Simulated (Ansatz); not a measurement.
A search over several starts for the lowest SCF solution of Si₃H₄⁺ at the given spin, in a small basis.

```yaml
crystal:
  periodic: [false, false, false]
  atoms:
    - {symbol: Si, position_ang: [-0.210521, 1.285813, -0.488745]}
    - {symbol: Si, position_ang: [1.003272, 0.295981, 0.917579]}
    - {symbol: Si, position_ang: [-0.487318, -0.972510, -0.263902]}
    - {symbol: H, position_ang: [-0.625983, 2.538502, -1.174952]}
    - {symbol: H, position_ang: [-1.703812, -1.555476, 0.372554]}
    - {symbol: H, position_ang: [2.067455, 0.336720, 1.956107]}
    - {symbol: H, position_ang: [-0.043093, -1.929030, -1.318652]}
basis:
  gaussian: {orbitals: def2-SVP}
total_charge: 1
magnetization: {spin_polarized: true, initial_magnetization: 1}
hamiltonian: {xc: pbe0, dispersion: d4}
output: {orbitals: {seedname: orbitals}}
```

```sh
$ ansatz run in.yaml --threads 4 --pin off --events-out ev --progress --plain --max-ram 3916MiB
```

Shortened log:

```
Functional definition: PBE0
708 factors; integrals over basis functions are off by at most 1.1e-3 eV
mean field evaluation 1: about -23668.5095 eV, gradient 1.3e1 eV
mean field evaluation 2: about -23668.7758 eV, gradient 1.2e1 eV
mean field evaluation 4: about -23669.9362 eV, gradient 3.7e-1 eV
mean field evaluation 8: about -23669.9532 eV, gradient 2.4e-2 eV
mean field evaluation 16: about -23669.9532 eV, gradient 3.0e-5 eV
mean field -23669.95322713 eV, -869.8547370265 hartree, gradient 3.0e-5 eV, S^2 0.755295; 2 other end points of the search recorded, 0 dependent functions left out
reference -23669.95325251 eV, -869.8547379590 hartree; 23, 22 occupied and 51, 52 virtual orbitals, 708 factors
Total energy: -23670.10006621 eV, -869.8601332632 hartree
```

Run time 1.2 s (4 threads of Arm Neoverse V1 on a shared host).

The structure comes from a short search, and lower isomers may exist.
